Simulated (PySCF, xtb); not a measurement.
**H2OSi2: which of two structures lies lower**

Structure I: a singlet given by its coordinates. Structure II: a singlet given by its coordinates. Both are isolated molecules in the gas phase, relaxed with PBE0-D3(BJ)/def2-SVP.

I (Å):

```xyz
5

O     1.4791   -0.8370    1.2587
Si    0.4069   -0.5180    0.2252
Si   -1.2839    0.2045   -1.0350
H    -0.3914    1.3317   -0.3883
H    -1.6371   -0.0877    0.4738
```

Close contacts (Å): O1–Si2 1.52, Si2–Si3 2.23, Si3–H4 1.58, Si3–H5 1.58.

II (Å):

```xyz
5

O     0.0174   -1.3511    1.4410
Si    1.1751   -2.0789    2.3938
Si   -1.3003   -0.6690    0.6818
H     2.2847   -1.0346    2.1375
H    -1.0738   -1.3462   -0.6884
```

Close contacts (Å): O1–Si2 1.67, O1–Si3 1.67, Si2–H4 1.55, Si3–H5 1.55.

**Question.** Estimate which is lower in electronic energy at CCSD(T)/def2-TZVP, and by roughly how much.

**Answer.** The CCSD(T)/def2-TZVP calculation puts structure II lower, by 12.1 kcal/mol.

How the difference moves with the method:

```csv
level,geometry,E(II) − E(I) (kcal/mol),departure from the last row (kcal/mol),"job, with rough time for the two"
GFN2-xTB,GFN2-xTB,+5.5,+17.6,"optimisation, 0.43 s"
HF/STO-3G,GFN2-xTB,−44.4,−32.3,"single point, 3.1 s"
r2SCAN-D4/def2-SVP,GFN2-xTB,−8.0,+4.1,"single point, 17 s"
PBE0-D3(BJ)/def2-SVP,PBE0-D3(BJ)/def2-SVP,−9.2,+3.0,"optimisation, 1.7 min"
HF/def2-TZVP,PBE0-D3(BJ)/def2-SVP,−32.9,−20.8,part of the CCSD(T) run
MP2/def2-TZVP,PBE0-D3(BJ)/def2-SVP,−6.6,+5.5,part of the CCSD(T) run
CCSD(T)/def2-TZVP,PBE0-D3(BJ)/def2-SVP,−12.1,,"single point, 89 s"
```

GFN2-xTB puts the two in the other order. The largest departure from CCSD(T)/def2-TZVP is that of HF/STO-3G, 32.3 kcal/mol.

With thermal terms from frequencies at re-optimised GFN2-xTB minima (ideal gas, soft modes damped towards free rotors, one conformer each, 298.15 K, 1 atm): on the last row, ΔE + ΔZPE = −12.8, ΔH = −12.8, ΔG = −12.4 kcal/mol.

The T1 diagnostic of structure I is large, so the coupled-cluster value is less sure. The correlated steps freeze 11 core orbitals. Run with PySCF 2.14.0, xtb 6.7.1; the last row on 2 threads of Intel(R) Xeon(R) Processor @ 2.50GHz (Skylake/Cascade Lake) on a shared host.
